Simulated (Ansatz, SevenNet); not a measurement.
Elastic constant C11 (GPa) of 29 elemental solids other than molecular ones, computed with the machine-learned potential SevenNet-0 (trained on PBE and PBE+U data) and with r²SCAN (PAW; Ansatz, an electronic-structure program). The set holds measured phases with no doubt noted on the run or the magnetic state but for the caveats below. 4 more of the class have both values but aren't in it, for one of these reasons: built or high-temperature cells, doubts on the run or the magnetic state, unlike cells, values of zero, layered or molecular crystals. Solids without a value at one level (not run, failed, or a magnetic order lost), or held back for tests, aren't counted.

All rows, in order of the shift (worked out from unrounded values):

```json
[
 {"solid": "bcc Li", "SevenNet-0": "20.5", "r²SCAN": "14.7", "shift (%)": "-28"},
 {"solid": "fcc Sr", "SevenNet-0": "17.8", "r²SCAN": "14.7", "shift (%)": "-17.4"},
 {"solid": "fcc Ca", "SevenNet-0": "21.9", "r²SCAN": "22.9", "shift (%)": "+4.5"},
 {"solid": "fcc Pd", "SevenNet-0": "193", "r²SCAN": "213", "shift (%)": "+10.0"},
 {"solid": "diamond-structure Si", "SevenNet-0": "152", "r²SCAN": "168", "shift (%)": "+10.3"},
 {"solid": "bcc Na", "SevenNet-0": "7.83", "r²SCAN": "8.89", "shift (%)": "+13.6"},
 {"solid": "fcc Cu", "SevenNet-0": "175", "r²SCAN": "202", "shift (%)": "+15.3"},
 {"solid": "fcc Pt", "SevenNet-0": "282", "r²SCAN": "329", "shift (%)": "+16.8"},
 {"solid": "fcc Ag", "SevenNet-0": "104", "r²SCAN": "124", "shift (%)": "+19.2"},
 {"solid": "fcc Au", "SevenNet-0": "143", "r²SCAN": "172", "shift (%)": "+19.9"},
 {"solid": "fcc Al", "SevenNet-0": "107", "r²SCAN": "132", "shift (%)": "+23"},
 {"solid": "fcc Pb", "SevenNet-0": "38.0", "r²SCAN": "50.5", "shift (%)": "+33"},
 {"solid": "double-hcp La", "SevenNet-0": "31.1", "r²SCAN": "42.7", "shift (%)": "+37"},
 {"solid": "hcp Mg", "SevenNet-0": "50.1", "r²SCAN": "72.2", "shift (%)": "+44"},
 {"solid": "fcc Rh", "SevenNet-0": "300", "r²SCAN": "447", "shift (%)": "+49"},
 {"solid": "hcp Tc", "SevenNet-0": "342", "r²SCAN": "514", "shift (%)": "+50"},
 {"solid": "hcp Sc", "SevenNet-0": "64.9", "r²SCAN": "99.6", "shift (%)": "+54"},
 {"solid": "hcp Re", "SevenNet-0": "412", "r²SCAN": "643", "shift (%)": "+56"},
 {"solid": "hcp Zr", "SevenNet-0": "97.0", "r²SCAN": "153", "shift (%)": "+58"},
 {"solid": "bcc K", "SevenNet-0": "2.37", "r²SCAN": "3.88", "shift (%)": "+64"},
 {"solid": "hcp Zn", "SevenNet-0": "135", "r²SCAN": "222", "shift (%)": "+64"},
 {"solid": "hcp Ti", "SevenNet-0": "112", "r²SCAN": "188", "shift (%)": "+67"},
 {"solid": "hcp Os", "SevenNet-0": "463", "r²SCAN": "784", "shift (%)": "+69"},
 {"solid": "fcc Ir", "SevenNet-0": "370", "r²SCAN": "633", "shift (%)": "+71"},
 {"solid": "diamond", "SevenNet-0": "643", "r²SCAN": "1112", "shift (%)": "+73"},
 {"solid": "hcp Y", "SevenNet-0": "43.1", "r²SCAN": "76.9", "shift (%)": "+78"},
 {"solid": "hcp Be", "SevenNet-0": "166", "r²SCAN": "338", "shift (%)": "+104"},
 {"solid": "hcp Cd", "SevenNet-0": "62.6", "r²SCAN": "128", "shift (%)": "+105"},
 {"solid": "diamond-structure Ge", "SevenNet-0": "61.1", "r²SCAN": "127", "shift (%)": "+107"}
]
```

The shift from SevenNet-0 to r²SCAN has a median of +49 %, and eight in ten lie between +8.9 % and +84 %; r²SCAN is the larger in 27 of 29. Each level is at its own cell, so the shift holds the change of volume too.

Ansatz's runs of these crystals have no spin polarisation. Meta-GGA and hybrid levels favour moments, which can bear on fcc Pd, hcp Sc, fcc Pt, hcp Ti, hcp Y, fcc Rh.

Spin–orbit coupling is left out, also for the solids with elements from indium on (fcc Pt, hcp Os, double-hcp La, fcc Ir, hcp Re, fcc Pb, fcc Au); its size isn't shown.

Each level is taken at its own relaxed cell. Ansatz's density-functional and Hartree–Fock values are scalar-relativistic unless marked +SOC, with PAW data made under PBE.
